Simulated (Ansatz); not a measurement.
C₅H₁₀O₂, SMILES `CC1CCOCO1` at its PBE0-D4/def2-TZVP geometry, where that method's forces vanish. Total charge 0; spin multiplicity 1.

```csv
atom,x (Å),y (Å),z (Å)
C1,-1.838,0.186,1.148
C2,-0.637,0.341,0.252
C3,-0.305,-0.913,-0.543
C4,1.018,-0.720,-1.260
O5,2.019,-0.312,-0.350
C6,1.632,0.850,0.316
O7,0.472,0.684,1.070
H8,-2.023,1.108,1.703
H9,-2.726,-0.050,0.558
H10,-1.672,-0.620,1.866
H11,-0.808,1.169,-0.458
H12,-0.228,-1.760,0.146
H13,-1.100,-1.130,-1.262
H14,1.370,-1.643,-1.723
H15,0.910,0.039,-2.052
H16,1.481,1.662,-0.419
H17,2.434,1.108,1.008
```

Question: For each bond, give half the difference of the two atoms' forces along it (eV/Å; positive pushes the atoms apart) under PBE-D4, r2SCAN-D4, B3LYP-D4, ωB97M-V in def2-TZVPP. (Estimate.)

Answer: Ansatz gave: 
```json
{"bond": "C1–C2", "length (Å)": "1.507", "PBE-D4": "-0.04", "r2SCAN-D4": "0.03", "B3LYP-D4": "0.06", "ωB97M-V": "0.12"}
{"bond": "C1–H8", "length (Å)": "1.091", "PBE-D4": "0.10", "r2SCAN-D4": "-0.03", "B3LYP-D4": "-0.07", "ωB97M-V": "-0.08"}
{"bond": "C1–H10", "length (Å)": "1.092", "PBE-D4": "0.11", "r2SCAN-D4": "-0.03", "B3LYP-D4": "-0.06", "ωB97M-V": "-0.07"}
{"bond": "C2–O7", "length (Å)": "1.421", "PBE-D4": "0.35", "r2SCAN-D4": "0.27", "B3LYP-D4": "0.23", "ωB97M-V": "0.14"}
{"bond": "C2–H11", "length (Å)": "1.104", "PBE-D4": "0.09", "r2SCAN-D4": "-0.07", "B3LYP-D4": "-0.15", "ωB97M-V": "-0.16"}
{"bond": "C3–C4", "length (Å)": "1.517", "PBE-D4": "-0.02", "r2SCAN-D4": "0.05", "B3LYP-D4": "0.14", "ωB97M-V": "0.12"}
{"bond": "C3–H12", "length (Å)": "1.094", "PBE-D4": "0.10", "r2SCAN-D4": "-0.04", "B3LYP-D4": "-0.10", "ωB97M-V": "-0.10"}
{"bond": "C3–H13", "length (Å)": "1.094", "PBE-D4": "0.07", "r2SCAN-D4": "-0.05", "B3LYP-D4": "-0.11", "ωB97M-V": "-0.09"}
{"bond": "C4–O5", "length (Å)": "1.413", "PBE-D4": "0.33", "r2SCAN-D4": "0.27", "B3LYP-D4": "0.26", "ωB97M-V": "0.19"}
{"bond": "C4–H14", "length (Å)": "1.091", "PBE-D4": "0.06", "r2SCAN-D4": "-0.09", "B3LYP-D4": "-0.19", "ωB97M-V": "-0.14"}
{"bond": "C4–H15", "length (Å)": "1.102", "PBE-D4": "0.09", "r2SCAN-D4": "-0.06", "B3LYP-D4": "-0.11", "ωB97M-V": "-0.12"}
{"bond": "O5–C6", "length (Å)": "1.394", "PBE-D4": "0.31", "r2SCAN-D4": "0.21", "B3LYP-D4": "0.23", "ωB97M-V": "0.16"}
{"bond": "C6–O7", "length (Å)": "1.393", "PBE-D4": "0.30", "r2SCAN-D4": "0.22", "B3LYP-D4": "0.22", "ωB97M-V": "0.18"}
{"bond": "C6–H16", "length (Å)": "1.107", "PBE-D4": "0.06", "r2SCAN-D4": "-0.08", "B3LYP-D4": "-0.12", "ωB97M-V": "-0.14"}
```

B3LYP here is the variant with VWN-RPA as its local correlation; programs differ in this.
